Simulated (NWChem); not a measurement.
System: NO cation

Parts of the log:

```
             Northwest Computational Chemistry Package (NWChem) 7.3.0
             --------------------------------------------------------

                             Geometry "geometry" -> ""
                             -------------------------

 Output coordinates in angstroms (scale by  1.889725989 to convert to a.u.)

  No.       Tag          Charge          X              Y              Z
 ---- ---------------- ---------- -------------- -------------- --------------
    1 N                    7.0000     0.00000000     0.00000000    -0.57325100
    2 O                    8.0000     0.00000000     0.00000000     0.50311400

 Effective nuclear repulsion energy (a.u.)      27.5314841564

  pbe96 is a nonlocal functional; adding pw91lda local functional.

                                 NWChem DFT Module
                                 -----------------

 Summary of "ao basis" -> "ao basis" (spherical)
 ------------------------------------------------------------------------------
       Tag                 Description            Shells   Functions and Types
 ---------------- ------------------------------  ------  ---------------------
 N                          cc-pvtz                 10       30   4s3p2d1f
 O                          cc-pvtz                 10       30   4s3p2d1f

            General Information
            -------------------
          SCF calculation type: DFT
          Wavefunction type:  closed shell.
          No. of atoms     :     2
          No. of electrons :    14
           Alpha electrons :     7
            Beta electrons :     7
          Charge           :     1
          Spin multiplicity:     1
          Use of symmetry is: off; symmetry adaption is: off
          Maximum number of iterations: 150
          AO basis - number of functions:    60
                     number of shells:    20
          Convergence on energy requested:  1.00D-06
          Convergence on density requested:  1.00D-05
          Convergence on gradient requested:  5.00D-04

              XC Information
              --------------
          PerdewBurkeErnzerhof Exchange Functional  1.000
            Perdew 1991 LDA Correlation Functional  1.000 local
           PerdewBurkeErnz. Correlation Functional  1.000 non-local

             Grid Information
             ----------------
          Grid used for XC integration:  medium
          Radial quadrature: Mura-Knowles
          Angular quadrature: Lebedev.
          Tag              B.-S. Rad. Rad. Pts. Rad. Cut. Ang. Pts.
          ---              ---------- --------- --------- ---------
          N                   0.65       49           5.0       434
          O                   0.60       49           5.0       434
          Grid pruning is: on
          Number of quadrature shells:    98
          Spatial weights used:  Erf1

      Superposition of Atomic Density Guess
      -------------------------------------

 Sum of atomic energies:        -129.09026890

 Renormalizing density from      15.00 to     14

      Non-variational initial energy
      ------------------------------

 Total energy =    -123.801552
 1-e energy   =    -215.747256
 2-e energy   =      64.414220
 HOMO         =      -1.066245
 LUMO         =      -0.597705

   convergence    iter        energy       DeltaE   RMS-Dens  Diis-err
 ---------------- ----- ----------------- --------- --------- ---------
 d= 0,ls=0.0,diis     1   -129.3546461377 -1.57D+02  1.83D-02  1.67D+00
 d= 0,ls=0.0,diis     2   -128.1643804695  1.19D+00  1.62D-02  1.40D+01
 d= 0,ls=0.0,diis     3   -129.4459337231 -1.28D+00  2.23D-03  1.82D-01
 d= 0,ls=0.0,diis     4   -129.4619508984 -1.60D-02  3.27D-04  2.64D-03
 d= 0,ls=0.0,diis     5   -129.4621340588 -1.83D-04  8.52D-05  1.64D-04
  Resetting Diis
 d= 0,ls=0.0,diis     6   -129.4621490852 -1.50D-05  7.25D-06  1.17D-06
 d= 0,ls=0.0,diis     7   -129.4621491693 -8.41D-08  5.10D-06  9.92D-08

         Total DFT energy =     -129.462149169255
      One electron energy =     -224.588985041547
           Coulomb energy =       82.444980645946
    Exchange-Corr. energy =      -14.849628930035
 Nuclear repulsion energy =       27.531484156381

 Numeric. integr. density =       14.000000344887

                       DFT Final Molecular Orbital Analysis
                       ------------------------------------

 Vector    5  Occ=2.000000D+00  E=-9.271224D-01
              MO Center=  3.7D-10, -3.6D-10,  9.9D-02, r^2= 6.9D-01
   Bfn.  Coefficient  Atom+Function         Bfn.  Coefficient  Atom+Function
  ----- ------------  ---------------      ----- ------------  ---------------
    38      0.268811  2 O  px                39     -0.257897  2 O  py
    35      0.224900  2 O  px                36     -0.215769  2 O  py
     8      0.204472  1 N  px                 9     -0.196170  1 N  py
     5      0.167285  1 N  px                 6     -0.160493  1 N  py
    41      0.116369  2 O  px                42     -0.111644  2 O  py

 Vector    6  Occ=2.000000D+00  E=-9.271224D-01
              MO Center=  5.4D-11, -5.1D-11,  9.9D-02, r^2= 6.9D-01
   Bfn.  Coefficient  Atom+Function         Bfn.  Coefficient  Atom+Function
  ----- ------------  ---------------      ----- ------------  ---------------
    39      0.268811  2 O  py                38      0.257897  2 O  px
    36      0.224900  2 O  py                35      0.215769  2 O  px
     9      0.204472  1 N  py                 8      0.196170  1 N  px
     6      0.167285  1 N  py                 5      0.160493  1 N  px
    42      0.116369  2 O  py                41      0.111644  2 O  px

 Vector    7  Occ=2.000000D+00  E=-8.492571D-01
              MO Center= -2.1D-10,  2.0D-10, -5.0D-01, r^2= 9.3D-01
   Bfn.  Coefficient  Atom+Function         Bfn.  Coefficient  Atom+Function
  ----- ------------  ---------------      ----- ------------  ---------------
     4      0.350272  1 N  s                  2      0.323012  1 N  s
    10     -0.308643  1 N  pz                 7     -0.281694  1 N  pz
    40      0.246937  2 O  pz                37      0.230345  2 O  pz
    43      0.112290  2 O  pz                 3      0.093329  1 N  s
    13     -0.078468  1 N  pz                34      0.074959  2 O  s

 Vector    8  Occ=0.000000D+00  E=-5.402908D-01
              MO Center=  1.3D-10,  1.2D-10, -1.9D-01, r^2= 9.2D-01
   Bfn.  Coefficient  Atom+Function         Bfn.  Coefficient  Atom+Function
  ----- ------------  ---------------      ----- ------------  ---------------
     9      0.423061  1 N  py                39     -0.335860  2 O  py
     6      0.324034  1 N  py                12      0.305686  1 N  py
    42     -0.279296  2 O  py                36     -0.272716  2 O  py
     8      0.153744  1 N  px                38     -0.122055  2 O  px
     5      0.117757  1 N  px                11      0.111089  1 N  px

 Vector    9  Occ=0.000000D+00  E=-5.402908D-01
              MO Center= -3.4D-10,  8.5D-11, -1.9D-01, r^2= 9.2D-01
   Bfn.  Coefficient  Atom+Function         Bfn.  Coefficient  Atom+Function
  ----- ------------  ---------------      ----- ------------  ---------------
     8      0.423061  1 N  px                38     -0.335860  2 O  px
     5      0.324034  1 N  px                11      0.305686  1 N  px
    41     -0.279296  2 O  px                35     -0.272716  2 O  px
     9     -0.153744  1 N  py                39      0.122055  2 O  py
     6     -0.117757  1 N  py                12     -0.111089  1 N  py

 Vector   10  Occ=0.000000D+00  E=-8.169658D-02
              MO Center=  5.2D-10, -5.1D-10, -1.6D-01, r^2= 2.8D+00
   Bfn.  Coefficient  Atom+Function         Bfn.  Coefficient  Atom+Function
  ----- ------------  ---------------      ----- ------------  ---------------
     4      3.340613  1 N  s                 34     -3.191784  2 O  s
    13      2.169697  1 N  pz                43      1.497540  2 O  pz
    10      0.509558  1 N  pz                32     -0.359761  2 O  s
    40      0.310244  2 O  pz                21      0.157893  1 N  d  0
    51     -0.152502  2 O  d  0              33     -0.105161  2 O  s

     Multipole analysis of the density
     ---------------------------------

     L   x y z        total         alpha         beta         nuclear
     -   - - -        -----         -----         ----         -------
     0   0 0 0      1.000000     -7.000000     -7.000000     15.000000

     1   1 0 0     -0.000000     -0.000000     -0.000000      0.000000
     1   0 1 0      0.000000      0.000000      0.000000      0.000000
     1   0 0 1     -0.136225     -0.079597     -0.079597      0.022970

     2   2 0 0     -5.822995     -2.911497     -2.911497      0.000000
     2   1 1 0      0.000000      0.000000      0.000000      0.000000
     2   1 0 1      0.000000      0.000000      0.000000      0.000000
     2   0 2 0     -5.822995     -2.911497     -2.911497      0.000000
     2   0 1 1     -0.000000     -0.000000     -0.000000      0.000000
     2   0 0 2     -5.350298    -10.398123    -10.398123     15.445948

                                NWChem TDDFT Module
                                -------------------

            General Information
            -------------------
           No. of orbitals :     120
            Alpha orbitals :      60
             Beta orbitals :      60
        Alpha frozen cores :       0
         Beta frozen cores :       0
     Alpha frozen virtuals :       0
      Beta frozen virtuals :       0
         Spin multiplicity :       1
    Number of AO functions :      60
        Use of symmetry is : off
      Symmetry adaption is : off
         Schwarz screening :  0.10D-07

              XC Information
              --------------
   PerdewBurkeErnzerhof Exchange Functional   1.00
     Perdew 1991 LDA Correlation Functional   1.00 local
    PerdewBurkeErnz. Correlation Functional   1.00 non-local

             TDDFT Information
             -----------------
          Calculation type : Tamm-Dancoff TDDFT
         Wavefunction type : Restricted singlets
          No. of electrons :      14
           Alpha electrons :       7
            Beta electrons :       7
              No. of roots :       6
          Max subspacesize :    5200
            Max iterations :     100
               Target root :       1
           Target symmetry : none
             Energy Cutoff :-0.13D+02
      Symmetry restriction : off
                 Algorithm : Optimal
        Davidson threshold :  0.10D-03

    6 smallest eigenvalue differences (eV)
--------------------------------------------------------
  No. Spin  Occ  Vir  Irrep   E(Occ)    E(Vir)   E(Diff)
--------------------------------------------------------
    1    1    2    8 a       -14.614    -0.540   382.961
    2    1    2    9 a       -14.614    -0.540   382.961
    3    1    2   10 a       -14.614    -0.082   395.440
    4    1    2   11 a       -14.614     0.061   399.331
    5    1    2   12 a       -14.614     0.061   399.331
    6    1    2   13 a       -14.614     0.097   400.303
--------------------------------------------------------

  Entering Davidson iterations
  Restricted singlet excited states

  Iter   NTrls   NConv    DeltaV     DeltaE      Time
  ----  ------  ------  ---------  ---------  ---------
    1      6       0     0.19E+00   0.10+100        2.2
    2     12       0     0.10E+00   0.12E-01        2.2
    3     18       5     0.59E-02   0.19E-02        2.1
    4     19       5     0.14E-03   0.32E-05        1.8
    5     20       6     0.53E-05   0.11E-08        1.8
  ----  ------  ------  ---------  ---------  ---------
  Convergence criterion met

  Ground state a        -129.462149169255 a.u.

  ----------------------------------------------------------------------------
  Root   1 singlet a             14.097503620 a.u.              383.6128 eV
  ----------------------------------------------------------------------------
     Transition Moments    X  0.00720   Y  0.08034   Z -0.00000
     Dipole Oscillator Strength                    0.0611503633
     Electric Quadrupole                           0.0001203731
     Magnetic Dipole                               0.0001969252
     Total Oscillator Strength                     0.0614676616

     Occ.    2  a   ---  Virt.    8  a       -0.96603
     Occ.    2  a   ---  Virt.    9  a        0.25610
  ----------------------------------------------------------------------------
  Root   2 singlet a             14.097503620 a.u.              383.6128 eV
  ----------------------------------------------------------------------------
     Transition Moments    X -0.08034   Y  0.00720   Z -0.00000
     Dipole Oscillator Strength                    0.0611503633
     Electric Quadrupole                           0.0001203731
     Magnetic Dipole                               0.0001969252
     Total Oscillator Strength                     0.0614676616

     Occ.    2  a   ---  Virt.    8  a        0.25610
     Occ.    2  a   ---  Virt.    9  a        0.96603
  ----------------------------------------------------------------------------
  Root   3 singlet a             14.534616178 a.u.              395.5072 eV
  ----------------------------------------------------------------------------
     Transition Moments    X  0.00000   Y -0.00000   Z -0.02385
     Dipole Oscillator Strength                    0.0055107102
     Electric Quadrupole                           0.0000183269
     Magnetic Dipole                               0.0000000000
     Total Oscillator Strength                     0.0055290371

     Occ.    2  a   ---  Virt.   10  a        0.99929
  ----------------------------------------------------------------------------
  Root   4 singlet a             14.685639030 a.u.              399.6167 eV
  ----------------------------------------------------------------------------
     Transition Moments    X -0.04991   Y -0.01547   Z  0.00000
     Dipole Oscillator Strength                    0.0267278280
     Electric Quadrupole                           0.0000521067
     Magnetic Dipole                               0.0000920830
     Total Oscillator Strength                     0.0268720178

     Occ.    2  a   ---  Virt.   11  a       -0.99896
  ----------------------------------------------------------------------------
  Root   5 singlet a             14.685639030 a.u.              399.6167 eV
  ----------------------------------------------------------------------------
     Transition Moments    X -0.01547   Y  0.04991   Z  0.00000
     Dipole Oscillator Strength                    0.0267278280
     Electric Quadrupole                           0.0000521067
     Magnetic Dipole                               0.0000920830
     Total Oscillator Strength                     0.0268720178

     Occ.    2  a   ---  Virt.   12  a        0.99896
  ----------------------------------------------------------------------------
  Root   6 singlet a             14.745628774 a.u.              401.2491 eV
  ----------------------------------------------------------------------------
     Transition Moments    X -0.00000   Y  0.00000   Z -0.02136
     Dipole Oscillator Strength                    0.0044831689
     Electric Quadrupole                           0.0000086283
     Magnetic Dipole                               0.0000000000
     Total Oscillator Strength                     0.0044917972

     Occ.    2  a   ---  Virt.   13  a        0.91821
     Occ.    2  a   ---  Virt.   14  a       -0.38560
     Occ.    2  a   ---  Virt.   15  a        0.08658

              Target root =      1
          Target symmetry = none
      Ground state energy =   -129.462149169255
        Excitation energy =     14.097503620198
     Excited state energy =   -115.364645549057

  stored tddft:energy   -115.36464554905666
```

Level: PBE/cc-pVTZ, restricted-window TDA. Structure relaxed at the PBE-D3(BJ)/def2-SVP level. The quadrupole and magnetic terms of the printed total strengths depend on the origin.

Task: Write an input that gives this output.

Result: Several could match; the one computed here: the input that was run:
```
start job
memory heap 200 mb stack 900 mb global 1100 mb
charge 1
geometry units angstroms noautosym nocenter noautoz
  N      0.000000     0.000000    -0.573251
  O      0.000000     0.000000     0.503114
end
basis spherical
  * library cc-pvtz
end
dft
  xc xpbe96 cpbe96
  iterations 150
end
tddft
  cis
  ecut -13.0
  nroots 6
  notriplet
end
task tddft energy
```
